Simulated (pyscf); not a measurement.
Structures and frequencies: ωB97X-D3(BJ)/def2-SVP in PySCF.

Task: Estimate the classical barrier height and the reaction energy of H₂N–B(OH)–OH (SMILES NB(O)O) + H₂ (SMILES [H][H]) → HO–BH–OH (SMILES OBO) + NH₃ (SMILES N) at ωB97M-D3(BJ)/def2-TZVP. The step runs on the singlet surface, breaks B–N, H–H and forms B–H, H–N; take the separated reactants as zero.

Result: ΔE‡ = 50.1 kcal/mol, ΔE = +15.9 kcal/mol. Zero-point energy shifts the barrier by +2.9 kcal/mol. It is a four-centre exchange, with an imaginary mode of 1560i cm⁻¹. On the product side the descent ends in an adduct with a B–N contact (not fully relaxed), 3.6 kcal/mol under the separated species and 38.5 kcal/mol under the saddle at ωB97X-D3(BJ)/def2-TZVP. What is counted as broken (B–N) persists as a longer contact in the product adduct; parting that adduct is a step of its own. At the saddle there is also a short B–H contact that neither side keeps. One saddle was located; it need not be the lowest between these sides.
